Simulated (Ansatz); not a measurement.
# Thallium, hcp under LDA: testing the Methfessel-Paxton smearing

How small must the Methfessel-Paxton smearing width be for energy and pressure to settle? The geometry was relaxed under LDA beforehand and stays fixed; 7 values are run, from 0.01 to 1.0 eV. Wanted are the values from which on the energy stays within 10 and 1 meV/atom, and the pressure within 0.5 GPa, of the narrowest run. Within the series other settings stay, but some runs also write fields, which adds to their time. Spin polarisation is left out.

Computed with Ansatz 0.2.0 (DFT LDA, plane waves with PAW, scalar-relativistic, unless a step says otherwise).

## 1. Starting point

The structure is hexagonal, space group P6_3/mmc (No. 194). The conventional cell has a = 3.401 Å, b = 3.401 Å, c = 5.443 Å, α = 90.00°, β = 90.00°, γ = 120.00°. Around Tl (site symmetry -6m2) lie 12 Tl at 3.36 to 3.40 Å.

Structure file:

```cif
data_structure
_symmetry_space_group_name_H-M 'P 1'
_symmetry_Int_Tables_number 1
_cell_length_a 3.4014
_cell_length_b 3.4014
_cell_length_c 5.4430
_cell_angle_alpha 90.000
_cell_angle_beta 90.000
_cell_angle_gamma 120.000
_cell_volume 54.54
loop_
_atom_site_label
_atom_site_type_symbol
_atom_site_fract_x
_atom_site_fract_y
_atom_site_fract_z
_atom_site_occupancy
Tl1 Tl 0.33333 0.66667 0.25000 1
Tl2 Tl 0.66667 0.33333 0.75000 1
```

## 2. Width 0.01 eV

The run at 0.01 eV.

File input.yaml:

```yaml
crystal:
  lattice:
    - [3.4014029632, 0.0, 0.0]
    - [-1.7007014816, 2.9457013746, 0.0]
    - [0.0, 0.0, 5.4430041633]
  atoms:
    - { symbol: Tl, position: [0.3333333333, 0.6666666667, 0.25] }
    - { symbol: Tl, position: [0.6666666667, 0.3333333333, 0.75] }
hamiltonian:
  xc: lda
  pseudopotentials:
    kind: paw
    azcp:
      Tl: "pseudopotentials/Tl.paw.azcp"
basis:
  ecutwfc: 420
  fft_grid_basis: typed
kpoints:
  mp_grid: { grid: [11, 11, 6], shift: [0, 0, 0] }
magnetization:
  spin_polarized: false
scf:
  occupations: { method: methfessel_paxton, width: 0.01 }
  lower_state_search: "off"
output:
  stress: true
```

The run is started by

```console
$ ansatz run input.yaml --threads 2 --pin off --max-ram 5120MiB --backend cpu --events-out ev --progress --plain --runs-dir out
```

## 3. Width 0.03 eV

The run at 0.03 eV.

input.yaml: that of step 2 with these lines changed.

```diff
@@ -22,3 +22,3 @@
 scf:
-  occupations: { method: methfessel_paxton, width: 0.01 }
+  occupations: { method: methfessel_paxton, width: 0.03 }
   lower_state_search: "off"
```

## 4. Width 0.1 eV

The run at 0.1 eV.

input.yaml: that of step 3 with these lines changed.

```diff
@@ -22,3 +22,3 @@
 scf:
-  occupations: { method: methfessel_paxton, width: 0.03 }
+  occupations: { method: methfessel_paxton, width: 0.1 }
   lower_state_search: "off"
```

## 5. Width 0.2 eV

The run at 0.2 eV.

input.yaml: that of step 4 with these lines changed.

```diff
@@ -22,3 +22,3 @@
 scf:
-  occupations: { method: methfessel_paxton, width: 0.1 }
+  occupations: { method: methfessel_paxton, width: 0.2 }
   lower_state_search: "off"
```

## 6. Width 0.3 eV

The run at 0.3 eV.

input.yaml: that of step 5 with these lines changed.

```diff
@@ -22,3 +22,3 @@
 scf:
-  occupations: { method: methfessel_paxton, width: 0.2 }
+  occupations: { method: methfessel_paxton, width: 0.3 }
   lower_state_search: "off"
@@ -26 +26,5 @@
   stress: true
+  write_density: true
+  write_potential: true
+  elf: true
+  volumetric_format: npy
```

## 7. Width 0.6 eV

The run at 0.6 eV.

input.yaml: that of step 6 with these lines changed.

```diff
@@ -22,3 +22,3 @@
 scf:
-  occupations: { method: methfessel_paxton, width: 0.3 }
+  occupations: { method: methfessel_paxton, width: 0.6 }
   lower_state_search: "off"
@@ -26,5 +26 @@
   stress: true
-  write_density: true
-  write_potential: true
-  elf: true
-  volumetric_format: npy
```

## 8. Width 1.0 eV

The run at 1.0 eV.

input.yaml: that of step 7 with these lines changed.

```diff
@@ -22,3 +22,3 @@
 scf:
-  occupations: { method: methfessel_paxton, width: 0.6 }
+  occupations: { method: methfessel_paxton, width: 1.0 }
   lower_state_search: "off"
```

(Steps that only read results are left out.)

**Question.** What will these runs give?

**Answer**, as computed:

```
                                           quantity                       value
       E(σ → 0) stays within 10 meV/atom of 0.01 eV                up to 1.0 eV
                   E(σ → 0) stays within 1 meV/atom                up to 0.2 eV
                      pressure stays within 0.5 GPa                up to 1.0 eV
                                pressure at 0.01 eV                   -0.05 GPa
energy of a separate run on a finer mesh (17×17×10)  +2.3 meV/atom from 0.01 eV
```

What this shows: The far end, 1.0 eV, lies +1.5 meV/atom and 0.0 GPa from the yardstick. Over the range F shifts by +4.5 meV/atom, while E(σ → 0) shifts by +1.5. This scheme cancels the term in the square of the width, so F moves little up to 0.2 eV. The mesh (11×11×6) is fixed, so the narrowest widths carry a k-point error of their own. The yardstick itself is unsettled by 2.3 meV/atom against the finer mesh, so the thresholds above hold only within this series, and wider smearing, which averages over more states, can land nearer the fine-mesh value than the narrowest does.
